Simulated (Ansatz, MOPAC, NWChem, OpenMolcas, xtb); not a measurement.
C2H5Si (SMILES C=C[SiH2]): methods side by side

The runs start from one conformer, not always the lowest.

C2H5Si, doublet, SMILES `C=C[SiH2]`. Each level relaxes the structure for itself.

Quantity: the highest harmonic wavenumber at each level's own minimum, in cm⁻¹. The values are calculated.

```csv
level,kind,program,value (cm⁻¹)
AM1,semi-empirical,MOPAC,3202
MNDO,semi-empirical,MOPAC,3422
GFN2-xTB,semi-empirical,xtb,3113
GFN1-xTB,semi-empirical,xtb,3125
UHF/3-21G,Hartree–Fock,OpenMolcas,3374
UHF/6-31G* (spherical functions),Hartree–Fock,NWChem,3395
UHF/6-31G* (Cartesian functions),Hartree–Fock,OpenMolcas,3396
UB3LYP/6-31G* (spherical functions),global hybrid,NWChem,3222
UPBE0-D4/def2-TZVP,global hybrid,Ansatz,3220
```

Harmonic and unscaled. The values span 3113 to 3422 cm⁻¹. Spin contamination of the reference (⟨S²⟩ at least 0.1 too high) touches UHF/3-21G, UHF/6-31G*, UHF/6-31G*.
